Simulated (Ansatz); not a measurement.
A calculation with Ansatz (development build ahead of 0.2.0).

```yaml
crystal:
  periodic: [false, false, false]
  atoms:
    - { symbol: C, position_ang: [0.0, 0.0, 0.0] }
    - { symbol: Mg, position_ang: [0.86902, 1.1587, 2.50865] }
basis:
  gaussian: { orbitals: STO-3G }
hamiltonian:
  xc: hf
correlation:
  method: fci
  frozen_orbitals: { C: 1, Mg: 1 }
```

The input is written out in the form of the current development build from the run's settings.

Results

- Converged: yes
- Total energy: -234.22103 hartree
- State: lowest singlet root, of any spatial symmetry

Caution: another spin multiplicity may lie lower.
